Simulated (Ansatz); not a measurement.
Geometry optimisation, Ansatz 0.2.0, UKS CAM-B3LYP-D4/def2-SVP.

input.yaml

```yaml
crystal:
  periodic: [false, false, false]
  atoms:
    - { symbol: B, position_ang: [0.0, 0.0, 0.0] }
    - { symbol: H, position_ang: [0.0, 0.0, 1.44] }
    - { symbol: H, position_ang: [1.0305, 0.0, -0.595] }
    - { symbol: H, position_ang: [-1.0305, 0.0, -0.595] }
    - { symbol: F, position_ang: [0.0, 0.0, 2.66] }
magnetization:
  spin_polarized: true
  initial_magnetization: 1
basis:
  gaussian: { orbitals: def2-SVP }
hamiltonian:
  xc: cam_b3lyp
  dispersion: d4
relax:
  f_tol: 0.15
  max_steps: 25
  restrain:
    - { distance: [1, 4], at: 2.12, k: 30.0 }
    - { distance: [0, 1], at: 1.19, k: 30.0 }
output:
  orbitals: {}
```

Launched with:

```bash
$ ansatz run input.yaml --threads 2 --pin off --max-ram 3072MiB --backend cpu --events-out ev --progress --plain --runs-dir out
```

Question: Where does it end, and by what steps?

Answer: The forces met the threshold. The restraints hold the end off the free minimum. After 4 steps the energy has risen by 0.576 eV (the restraints' own energy left out); F5 moved furthest, 0.57 Å.

| step | energy less start (eV) | largest force component (eV/Å) | accepted |
| --- | --- | --- | --- |
| 0 | 0.0000 | 2.095 | yes |
| 1 | 0.3453 | 0.759 | yes |
| 2 | 0.6088 | 2.489 | yes |
| 3 | 0.5776 | 0.474 | yes |
| 4 | 0.5765 | 0.502 | yes |

```xyz
5
Properties=species:S:1:pos:R:3
B 0.000 0.000 -0.084
H 0.000 0.000 1.115
H 1.047 0.000 -0.674
H -1.047 0.000 -0.674
F 0.000 0.000 3.226
```

Run time: 6.3 s on 2 threads of Arm Neoverse V1, on a shared host, peak memory 0.11 GiB.
